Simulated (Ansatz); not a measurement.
# C2H7Al: molecular dynamics

Purpose: to follow the molecule's vibrations and see whether its bonds hold. The start is relaxed first. Runs: 500 steps of 0.5 fs at constant energy, with velocities drawn for 300 K.

All numbers below are computed with Ansatz 0.2.0 (RKS B3LYP-D4/6-31G*).

## 1. The starting structure

Bond lengths: Al1–C2 1.970 Å, C2–H3 1.110 Å, C2–H4 1.110 Å, C2–H5 1.110 Å, Al1–H6 1.560 Å, Al1–C7 1.970 Å, C7–H8 1.110 Å, C7–H9 1.110 Å, C7–H10 1.110 Å. Angles (14 of 15 angles, heavy atoms first): C2–Al1–C7 120.0°, Al1–C2–H3 109.5°, Al1–C2–H4 109.5°, Al1–C2–H5 109.5°, C2–Al1–H6 120.0°, H6–Al1–C7 120.0°, Al1–C7–H8 109.5°, Al1–C7–H9 109.5°, Al1–C7–H10 109.5°, H3–C2–H4 109.4°, H3–C2–H5 109.4°, H4–C2–H5 109.4°, H8–C7–H9 109.4°, H8–C7–H10 109.4°.

Structure file:

```xyz
10

Al    0.0000    0.0000    0.0000
C     0.0000    0.0000    1.9700
H    -0.9996   -0.3092    2.3405
H     0.7676   -0.7111    2.3405
H     0.2320    1.0203    2.3405
H     1.3510    0.0000   -0.7800
C    -1.7060    0.0000   -0.9850
H    -2.2662   -0.9305   -0.7558
H    -2.3102    0.8797   -0.6796
H    -1.5043    0.0508   -2.0753
```

## 2. Relaxing the start

Input file input.yaml:

```yaml
crystal:
  periodic: [false, false, false]
  atoms:
    - { symbol: Al, position_ang: [0.0, 0.0, 0.0] }
    - { symbol: C, position_ang: [0.0, 0.0, 1.97] }
    - { symbol: H, position_ang: [-0.9996, -0.3092, 2.3405] }
    - { symbol: H, position_ang: [0.7676, -0.7111, 2.3405] }
    - { symbol: H, position_ang: [0.232, 1.0203, 2.3405] }
    - { symbol: H, position_ang: [1.351, 0.0, -0.78] }
    - { symbol: C, position_ang: [-1.706, 0.0, -0.985] }
    - { symbol: H, position_ang: [-2.2662, -0.9305, -0.7558] }
    - { symbol: H, position_ang: [-2.3102, 0.8797, -0.6796] }
    - { symbol: H, position_ang: [-1.5043, 0.0508, -2.0753] }
basis:
  gaussian: { orbitals: "6-31G*" }
hamiltonian:
  xc: b3lyp
  dispersion: d4
relax:
  f_tol: 0.02
  max_steps: 40
```

Run with:

```
ansatz run input.yaml --threads 1 --pin off --max-ram 2048MiB --backend cpu --events-out ev --progress --plain --runs-dir out
```

After this run come: Dynamics.

**Question.** What will these runs give? Wanted: relaxation of the start; temperature, first and last step; temperature, second half; potential energy, second half; largest change of the total energy; bonds formed or broken.

**Answer**, as computed:

| quantity | value |
| --- | --- |
| relaxation of the start | 3 moves, 0.064 eV lower |
| length | 500 steps of 0.5 fs |
| temperature, first and last step | 300 and 183 K |
| temperature, second half | mean 187 K, from 125 to 243 K |
| potential energy, second half | +12 meV/atom from the start |
| largest change of the total energy | 0.03 meV/atom |
| bonds formed or broken | 0 |

**Reading.** The temperature starts at 300 K and averages 187 K in the second half, where it ranges from 125 to 243 K. About half is expected from a start at a minimum: kinetic energy passes into potential energy until both shares match. The total energy strays from its start by at most 0.03 meV/atom, 0.1 % of the mean kinetic energy, so a step of 0.5 fs is short enough over this time. No bond forms or breaks. Averages from a run of 250 fs with 10 atoms are rough.
